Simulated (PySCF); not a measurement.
# Adding and removing an electron: SiO

BLYP; basis Si def2-TZVPPD, O def2-TZVPPD; no relativity; PySCF 2.14. Neutral (UKS): singlet (closed shell), Re = 1.532 Å, ωe = 1185 cm⁻¹, De = 8.46 eV, HOMO -7.36 eV, LUMO -2.81 eV.

SiO⁺ (UKS): doublet (σ ↑), Re = 1.534 Å, ωe = 1124 cm⁻¹, De = 5.19 eV to Si⁺ + O. The energies at the minima are -364.77477 hartree for SiO and -364.36265 for SiO⁺.

Q: Work out the adiabatic ionisation energy, without and with harmonic zero-point energies (1 hartree = 27.2114 eV, 1 eV = 8065.5 cm⁻¹), and the change of the bond length.

A: At BLYP: 0.41212 hartree = 11.214 eV between the minima; the zero-point term (1124.0 − 1185.0)/2 cm⁻¹ = -0.004 eV makes it 11.211 eV. Re changes by +0.2 pm against the neutral. Minus the HOMO energy is 7.36 eV, -3.85 eV from the value between the minima; self-interaction puts the Kohn–Sham level too high, less so with exact exchange. The electron leaves a σ orbital; in so polar a molecule the change of length follows mostly from the change of the ionic charges.

For an ion De counts to the pair picked by the measured ionisation energies or electron affinities, which need not be the lowest pair at this level. States were picked by a PBE0 search and need not be the measured ground states.
